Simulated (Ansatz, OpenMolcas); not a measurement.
BNH2 (SMILES B[N]): the vertical ionisation energy, rung by rung

BNH2: 4 atoms, total charge 0, spin state triplet. As SMILES, `B[N]`. Geometry: relaxed at GFN2-xTB.

```tsv
atom	x (Å)	y (Å)	z (Å)
B	-0.0357	0.0066	-0.0239
N	1.0418	-0.1917	0.6977
H	-1.0569	-0.4740	0.3346
H	0.0509	0.6591	-1.0083
```

Quantity: the vertical ionisation energy (to the doublet cation), in eV. The values are calculated.

```json
{"level": "UHF/STO-3G", "kind": "Hartree–Fock", "program": "Ansatz", "value (eV)": "9.76", "CPU time (all runs)": "0.21 s"}
{"level": "USVWN5/STO-3G", "kind": "LDA", "program": "Ansatz", "value (eV)": "9.38", "CPU time (all runs)": "2.4 s"}
{"level": "UBLYP/STO-3G", "kind": "GGA", "program": "Ansatz", "value (eV)": "9.39", "CPU time (all runs)": "4.4 s"}
{"level": "UB3LYP/STO-3G", "kind": "global hybrid", "program": "Ansatz", "value (eV)": "9.81", "CPU time (all runs)": "2.3 s"}
{"level": "UM06-2X/STO-3G", "kind": "hybrid meta-GGA", "program": "OpenMolcas", "value (eV)": "9.92", "CPU time (all runs)": "17 s"}
{"level": "U-wB97M-V/STO-3G", "kind": "range-separated hybrid", "program": "Ansatz", "value (eV)": "9.69", "CPU time (all runs)": "26 s"}
{"level": "UHSE06/STO-3G", "kind": "range-separated hybrid", "program": "Ansatz", "value (eV)": "9.85", "CPU time (all runs)": "3.4 s"}
{"level": "UB2PLYP/STO-3G", "kind": "double hybrid", "program": "Ansatz", "value (eV)": "9.60", "CPU time (all runs)": "4.2 s"}
{"level": "RPA@PBE/STO-3G", "kind": "RPA", "program": "Ansatz", "value (eV)": "8.52", "CPU time (all runs)": "5.3 s"}
{"level": "UCCSD/STO-3G", "kind": "coupled cluster or CI", "program": "Ansatz", "value (eV)": "9.04", "CPU time (all runs)": "0.5 s"}
```

The values span 8.52 to 9.92 eV. Spin contamination of the reference (⟨S²⟩ at least 0.1 too high) touches UHF/STO-3G, UCCSD/STO-3G. All rows use very small basis sets, so none should be taken for the real molecule's value. Times are those of the runs behind each value, whatever else they computed, on shared processors of several kinds: orders of magnitude only.
